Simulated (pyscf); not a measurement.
A first-order saddle from PySCF, ωB97X-D3(BJ)/def2-SVP:

```
Ti
F 1 1.7213
F 1 1.7381 2 106.22
F 1 1.7391 2 113.13 3 107.23
O 1 1.9951 2 103.16 3 -157.46
H 5 0.9675 1 117.63 2 -135.74
H 5 1.2380 6 119.10 1 80.30
H 7 1.0064 5 146.01 6 -122.19
```
Charge 0, spin multiplicity 1.

Surface: singlet, charge 0. Lowest wavenumbers (cm⁻¹): 1282i, 76, 196, 210, 240.

Which two sides does it connect, and which bonds change?

HO–Ti(F)(F)–F + H₂ ⇌ H₂O + F–TiH(F)–F, a four-centre exchange read from left to right: O–Ti, H–H broken and H–O, H–Ti formed. At ωB97M-D3(BJ)/def2-TZVP it lies +154.5 kJ/mol from the left side and +20.0 kJ/mol from the right (each side as separated species at their lowest minima found). On the product side the descent ends in an adduct with a O–Ti contact, 64.2 kJ/mol under the separated species and 75.0 kJ/mol under the saddle at ωB97X-D3(BJ)/def2-TZVP. What is counted as broken (O–Ti) persists as a longer contact in the product adduct; parting that adduct is a step of its own. At the saddle there is also a short H–Ti contact that neither side keeps. This is the saddle that the search found; another between the same sides may lie lower.
